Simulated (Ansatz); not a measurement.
**CH6FN3: up Jacob's ladder to CCSD(T)**

How much do the methods differ for CH6FN3? The plan is to run it at one geometry with functionals of several rungs and with coupled cluster, and see how far each lands from CCSD(T) at the basis-set limit for the atomisation energy.

The runs use Ansatz 0.2.0, Gaussian basis; functionals in def2-TZVPP, the program's frozen cores in correlated methods.

The runs, in order: LDA (SPW92), PBE-D4, revPBE-D4, BLYP-D4, r2SCAN-D4, B97M-V, PBE0-D4, B3LYP-D4, r2SCANh-D4, r2SCAN0-D4, HSE06-D4, BHLYP-D4, CAM-B3LYP-D4, LC-ωPBE, ωB97X-V, ωB97M-V, B2PLYP, PBE-QIDH; CCSD(T)/def2-SVP; CCSD(T)/def2-TZVPP; MP2/def2-QZVPP; extrapolation to the limit; RPA on PBE.

### Step 1. The geometry

All runs share one geometry, relaxed beforehand with PBE0-D4 in a triple-zeta def2 set.

11 atoms, charge 0, spin multiplicity 1.

Atoms are counted from 1 here; the program's logs count them from 0.

Bond lengths: N1–C2 1.439 Å, N1–H6 1.011 Å, N1–H7 1.011 Å, C2–N3 1.408 Å, C2–N4 1.439 Å, C2–F5 1.401 Å, N3–H8 1.010 Å, N3–H9 1.010 Å, N4–H10 1.011 Å, N4–H11 1.011 Å. Angles: C2–N1–H6 110.5°, C2–N1–H7 110.1°, H6–N1–H7 109.4°, N1–C2–N3 107.8°, N1–C2–N4 120.1°, N1–C2–F5 103.9°, N3–C2–N4 107.8°, N3–C2–F5 113.5°, N4–C2–F5 103.8°, C2–N3–H8 110.8°, C2–N3–H9 110.8°, H8–N3–H9 111.4°, C2–N4–H10 110.5°, C2–N4–H11 110.1°, H10–N4–H11 109.4°.

### Step 2. LDA

This LDA is Slater exchange with PW92 correlation.

Contents of in.yaml:

```yaml
crystal:
  periodic: [false, false, false]
  atoms:
    - {symbol: N, position_ang: [-0.266321, 1.274345, 0.385365]}
    - {symbol: C, position_ang: [0.287082, 0.007692, -0.013905]}
    - {symbol: N, position_ang: [0.235553, -0.854654, 1.097985]}
    - {symbol: N, position_ang: [-0.261342, -0.696075, -1.142674]}
    - {symbol: F, position_ang: [1.591507, 0.323581, -0.417081]}
    - {symbol: H, position_ang: [-0.192073, 1.946038, -0.367001]}
    - {symbol: H, position_ang: [-1.237774, 1.163269, 0.642732]}
    - {symbol: H, position_ang: [0.666549, -1.742295, 0.882989]}
    - {symbol: H, position_ang: [0.661818, -0.423393, 1.905586]}
    - {symbol: H, position_ang: [-0.187116, -0.134346, -1.980342]}
    - {symbol: H, position_ang: [-1.232383, -0.921162, -0.973254]}
basis:
  gaussian: {orbitals: def2-TZVPP}
hamiltonian: {xc: lda}
output: {orbitals: {seedname: orbitals}}
```

The run is started by

```bash
$ ansatz run in.yaml --threads 4 --pin off --events-out ev --progress --plain --max-ram 10444MiB
```

Further steps of the session: PBE-D4 (GGA); revPBE-D4 (GGA); BLYP-D4 (GGA); r2SCAN-D4 (meta-GGA); B97M-V (meta-GGA); B3LYP-D4 (hybrid); r2SCANh-D4 (hybrid); r2SCAN0-D4 (hybrid); HSE06-D4 (hybrid); BHLYP-D4 (hybrid); CAM-B3LYP-D4 (range-separated); LC-ωPBE (range-separated); ωB97X-V (range-separated); ωB97M-V (range-separated); B2PLYP (double hybrid); PBE-QIDH (double hybrid); CCSD(T) in def2-SVP; CCSD(T) in def2-TZVPP; MP2 in def2-QZVPP; RPA on PBE orbitals.

Q: Predict the results of all the runs planned. Wanted: atomisation energy, CCSD(T)/CBS; farthest beyond LDA; mean size of error, GGA; mean size of error, meta-GGA; mean size of error, hybrid; mean size of error, range-separated; mean size of error, double hybrid; gap, smallest and largest; T1 diagnostic.

**Answer**, as computed:

| quantity | value |
| --- | --- |
| atomisation energy, CCSD(T)/CBS | 950.8 kcal/mol |
| functionals within 4.8 kcal/mol (0.5 %) | revPBE-D4, r2SCAN-D4, B97M-V, PBE0-D4, HSE06-D4, LC-ωPBE |
| farthest beyond LDA | BHLYP-D4 (-38.3 kcal/mol) |
| mean size of error, GGA | 16.2 kcal/mol |
| mean size of error, meta-GGA | 3.3 kcal/mol |
| mean size of error, hybrid | 15.2 kcal/mol |
| mean size of error, range-separated | 7.0 kcal/mol |
| mean size of error, double hybrid | 11.1 kcal/mol |
| gap, smallest and largest | 5.28 eV (BLYP-D4), 12.74 eV (LC-ωPBE) |
| T1 diagnostic | 0.0103 |
| triples share of the correlation energy | 3.6 % |

What this shows: The LDA atomisation energy is off by 173.9 kcal/mol (18 %): it overbinds. PBE-D4 is off by +33.9 kcal/mol. Double hybrids carry the basis error of their MP2 part in triple zeta, and no dispersion term here, so their miss is partly the set-up's. By mean error the best rung here is meta-GGA (3.3 kcal/mol) and the worst beyond LDA is GGA (16.2 kcal/mol). The reference freezes the cores and leaves out relativity and excitations past (T), so misses under about 4.8 kcal/mol can't be ranked. Hartree-Fock recovers 65 % of the binding; the rest is correlation. CCSD(T) in def2-SVP is off by -66.9 kcal/mol, so the small basis spoils what the method gains. Orbital gaps span 5.3 to 12.7 eV; exact exchange widens them.
